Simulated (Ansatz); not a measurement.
Basis-set extrapolation for `[SiH3][N][SiH3]` radical (PBE0-D4/def2-TZVP geometry, frozen core, the Gaussian-basis code of Ansatz). Multiplicity 2, UHF reference.

```csv
,def2-TZVPP,def2-QZVPP
HF,-635.843188,-635.864760
MP2 correlation,-0.420388,-0.452277
CCSD(T) correlation,-0.492883,not run
```

Energies in hartree. Use E(X) = E(∞) + A·exp(−7.88·√X) for Hartree–Fock and E(X) = E(∞) + B·X^(−2.97) for correlation, with X = 3 and 4, and add CCSD(T) minus MP2 of the smaller set to the MP2 limit.

Problem. What is the CCSD(T) energy at the basis-set limit?

Solution. HF limit: -635.864760 + (-0.021572) × 0.13774 = -635.86773. MP2 limit: -0.452277 + (-0.031889) × 0.74074 = -0.47590. Higher-order term: -0.492883 − (-0.420388) = -0.07250. Total: -636.41613 hartree, 50.2 kcal/mol below CCSD(T)/def2-TZVPP.
